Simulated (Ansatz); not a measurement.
Mulliken charges of C₂H₅FN₂, SMILES `N=C(F)CN` from ωB97M-V/def2-TZVPP in Ansatz (PBE0-D4/def2-TZVP geometry).

| atom | x (Å) | y (Å) | z (Å) | charge (e) |
| --- | --- | --- | --- | --- |
| N1 | -0.974 | 1.205 | 0.501 | -0.263 |
| C2 | -0.563 | 0.047 | 0.702 | 0.198 |
| F3 | -0.992 | -0.716 | 1.733 | -0.190 |
| C4 | 0.444 | -0.688 | -0.130 | -0.067 |
| N5 | 0.973 | 0.027 | -1.259 | -0.270 |
| H6 | -1.658 | 1.494 | 1.197 | 0.134 |
| H7 | 1.257 | -0.995 | 0.537 | 0.115 |
| H8 | -0.024 | -1.622 | -0.461 | 0.115 |
| H9 | 0.216 | 0.309 | -1.871 | 0.114 |
| H10 | 1.404 | 0.889 | -0.946 | 0.114 |

Task: By hand: the dipole of these point charges (1 e Å = 4.8032 D).

Result: Σ q r = (0.145, -0.097, -0.125) e Å, of length 0.215 e Å = 1.03 D.

Task: How does the dipole of the full density compare? (Best estimate.)

Result: The calculation gave: (-0.075, 0.002, 0.096) e Å, 0.59 D; the point charges give 1.75 times that, at 152° from its direction, so they point the opposite way.

Point charges leave out the atoms' own dipoles, such as those of lone pairs, and Mulliken's split depends on the basis, so the two needn't agree.
